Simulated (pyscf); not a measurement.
Thermochemistry of product channels of `[Cl][Zn][Cl]` + `[H]` [doublet] on the doublet surface, in kcal/mol, from CCSD(T)/def2-TZVPP + ΔMP2(QZVPP) energies (ideal gas, 1 atm, RRHO with modes under 100 cm⁻¹ raised to 100, one conformer, R ln 2 for rigid chiral ones). Single points on ωB97X-D3(BJ)/def2-SVP structures (PySCF, gas phase). MP2 and CC: frozen core, UHF for open shells. ΔMP2 is the change of the MP2 total energy from the triple- to the quadruple-zeta basis.

```tsv
products	ΔE	ΔH(298 K)	ΔG(298 K)	ΔG(600 K)
`[ClH]` + `[Cl][Zn]` [doublet]	-0.9	+1.9	-0.9	-3.3
`[ClH]` + `[Zn]` [singlet] + `[Cl]` [doublet]	+50.9	+53.9	+45.7	+37.7
`[Cl][Cl]` + `[ZnH]` [doublet]	+77.1	+78.0	+75.5	+73.3
`[Cl]` [doublet] + `[Cl][ZnH]`	+21.6	+23.9	+23.0	[?]
```

Q: Fill in the missing entries.

A: 
- `[Cl]` [doublet] + `[Cl][ZnH]`, ΔG(600 K): +22.4

These are energies of the channels, which say nothing of barriers. The CCSD(T) − MP2 part came from Ansatz, without density fitting, on the same reference. The frozen core leaves the outer d or s,p core shells of the metals and heavy elements correlated in the MP2 and CC values, and def2-TZVPP describes them poorly, which can shift differences by a few kcal/mol. Left out: orbital degeneracy and the spin-orbit lowering of Cl. The term symbol of open-shell Cl–Zn was not checked; spin-orbit terms and orbital degeneracy are left out. Elements up to Kr have no core potential and no relativistic terms here.
